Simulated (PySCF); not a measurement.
Molecule: 2-propyne-1-thiol (C#CCS, C$_{3}$H$_{4}$S).

Cartesian coordinates in Å; atom numbers follow the order of the lines, from 1:
```xyz
8

C     1.835    0.415   -0.056
C     0.762   -0.114   -0.008
C    -0.563   -0.672    0.035
S    -1.821    0.526   -0.589
H     2.791    0.843   -0.093
H    -0.842   -0.955    1.051
H    -0.643   -1.535   -0.627
H    -1.511    1.502    0.262
```

Frames of a GFN2-xTB Langevin trajectory at 300 K; GIAO PBE0/pcSseg-1 shieldings in PySCF, gas phase, non-relativistic; equivalent atoms averaged within each frame.

Chemical shifts δ = σref − σ; 13C (σref 186.93), 1H (σref 31.72) vs TMS; 33S (σref 503.73) vs CS2, all at this level. The references are static minima.

**Question.** How do the shifts (ppm) fluctuate along the trajectory?

**Answer.** 
```tsv
time (fs)	C2	C1	C3	S4	H6/H7	H5	H8
optimised geometry	86.8	80.0	18.6	-34	3.22	1.85	2.14
250	93.9	80.9	17.4	-56	3.88	2.73	1.51
425	89.3	81.3	25.3	24	4.24	1.81	2.72
625	91.6	84.2	18.7	-23	4.42	2.72	3.61
800	90.8	79.7	16.1	-94	3.73	2.29	2.08
1000	89.3	81.1	17.4	-13	3.28	2.41	3.66
mean of frames	91.0	81.4	19.0	-33	3.91	2.39	2.72
standard deviation	1.9	1.7	3.6	45	0.45	0.38	0.94
```

5 frames give an uncertainty of the mean of about the standard deviation over 2.2 at best, since frames this close in time may not be independent; classical motion lacks zero-point vibration, and the reference would need the same averaging.
